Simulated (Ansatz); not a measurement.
Consider V in the bcc (W type) structure (space group Im-3m, No. 229; a = 2.983 Å).

The values are results of plane-wave PAW DFT at the r2SCAN level (Ansatz, a first-principles code, 500 eV), scalar-relativistic without spin-orbit coupling, not measurements.

The change: Nb takes the place of V on all its sites; the structure is relaxed again.

Measured lattice parameter a: V 3.021 Å (static lattice; corrected from measurement; as listed in Daniel Mejia-Rodriguez, S. B. Trickey, Phys. Rev. B (2018)); Nb 3.294 Å (static lattice; corrected from measurement; as listed in Daniel Mejia-Rodriguez, S. B. Trickey, Phys. Rev. B (2018)).

Problem. How well does r2SCAN reproduce the measured shift?

Solution. With r2SCAN the lattice parameter a moves by +0.320 Å (2.983 → 3.303) against +0.273 Å measured.

No phonon test of stability was made. Seeded moments were not kept for the base. All final runs are without spin polarisation.
